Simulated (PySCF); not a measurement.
Isomers of C4H9Cl. Computed with PBE0-D3(BJ)/def2-SVP geometry optimisation, gas phase (PySCF). One conformer each; no zero-point energy, no entropy. No frequencies were run at this level. Point groups hold within 0.08 Å.

Question: Rank from lowest to highest electronic energy at this level (kcal/mol).
A. `CC(C)(C)Cl`
B. `[CH3:1][CH2:2][CH2:3][CH2:4][Cl:5]` with C1–C2–C3–C4 180°, C2–C3–C4–Cl5 180°

Answer: A (0.0), B (5.8).

```csv
SMILES,E (Eh),E rel (kcal/mol),dipole (D),point group,"A, B, C (MHz)"
CC(C)(C)Cl,-617.46375,0.0,2.07,C3v,"4544, 3022, 3021"
CCCCCl,-617.45458,5.8,2.09,Cs,"16939, 1321, 1264"
```

How do the relative energies change in single points at PBE0/pcSseg-1 (no added dispersion term) on the same geometries?

```
    SMILES  PBE0-D3(BJ)/def2-SVP (kcal/mol)  PBE0/pcSseg-1 (kcal/mol)  shift
CC(C)(C)Cl                              0.0                       0.0    0.0
    CCCCCl                              5.8                       5.3   -0.5
```

Each column counts from its own lowest isomer. The order is unchanged; the largest shift is 0.5 kcal/mol.

As an exercise, what shares would exp(−E/RT) give at 1000 K from these electronic energies alone (no entropy, no degeneracies)?

RT = 1.987 kcal/mol: CC(C)(C)Cl 94.8 %, CCCCCl 5.2 %.
